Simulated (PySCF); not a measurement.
**A thermochemical cycle for BF**

PBE0 in PySCF with def2-TZVPPD on every atom, for the lowest determinant that a PBE0 search found; no spin–orbit coupling. BF, a singlet (closed shell), has De = 7.76 eV to neutral atoms, and BF⁺, a doublet (σ ↑), has De = 5.58 eV to B⁺ + F.

The adiabatic ionisation energy of BF, between the minima, is 10.83 eV.

Q: Which ionisation energy of the B atom does this level give?

A: IE(B) = IE(molecule) + De(ion) − De(neutral) = 10.83 + 5.58 − 7.76 = 8.65 eV; the measured value is 8.298 eV (NIST ASD).

For an ion De counts to the pair picked by the measured ionisation energies or electron affinities, which need not be the lowest pair at this level. States were picked by a PBE0 search and need not be the measured ground states.
